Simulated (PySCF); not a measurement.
Gas-phase reaction: N2H2 + 2 H2CSiH2 + 4 C3H7 (i-propyl) → 2 H3SiN(CH3)2 + 5 C2H4

Energies from PySCF, thermal terms from the rigid-rotor harmonic-oscillator model, ideal gas at 1 bar. † marks an energy on the PBE0/def2-TZVP geometry and frequencies. MP2 freezes the core. Open shells (unrestricted): C3H7 (i-propyl) (multiplicity 2); the rest are closed-shell singlets. H2CSiH2: computed as isolated molecules; such fragments, hydroxides, amides, oligomers or adducts are transient or little studied in the gas. MP2 isn't extrapolated to the basis-set limit.

```json
[
 {"level": "BLYP/def2-TZVP†", "ΔH°(298 K), kJ": "-671"},
 {"level": "MP2/def2-SVP†", "ΔH°(298 K), kJ": "-695"},
 {"level": "MP2/def2-TZVPP†", "ΔH°(298 K), kJ": "___"},
 {"level": "PBE/def2-TZVP†", "ΔH°(298 K), kJ": "___"},
 {"level": "PBE0/def2-SVP†", "ΔH°(298 K), kJ": "-604"},
 {"level": "r2SCAN/def2-TZVP†", "ΔH°(298 K), kJ": "___"},
 {"level": "ωB97M-V/def2-TZVP†", "ΔH°(298 K), kJ": "-713"}
]
```

### Question
Some entries are withheld; supply them.

### Answer

- MP2/def2-TZVPP†, ΔH°(298 K), kJ: -743
- PBE/def2-TZVP†, ΔH°(298 K), kJ: -624
- r2SCAN/def2-TZVP†, ΔH°(298 K), kJ: -601
